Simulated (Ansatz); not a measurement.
Results of r²SCAN-D4 (PAW; Ansatz, a first-principles code) for hcp Y.

Run with plane-wave cutoff 500 eV, 24×24×14 k mesh (along the axes of the cell as run), Fermi–Dirac smearing 0.1 eV, scalar-relativistic PAW data made under PBE.

Computed at the level's own relaxed cell.

Task: Estimate the equilibrium volume per atom, lattice constant a and c axis length that the calculation returns.

Result: 
- equilibrium volume per atom: 33.29 Å³/atom
- lattice constant a: 3.672 Å
- c axis length: 5.703 Å

Measured, for comparison: lattice constant a 3.648 Å, lattice parameter c 5.732 Å (293 K, not corrected to a static lattice; as tabulated in Wikipedia's data pages). Computed (rounded) less measured: lattice constant a +0.7 %, lattice parameter c -0.5 %. A static lattice is as a rule a little smaller and stiffer than an uncorrected measurement, which narrows the difference in the lattice parameter c and would widen misses of the other sign.

Computing time: around 2.0 core-minutes (rough).
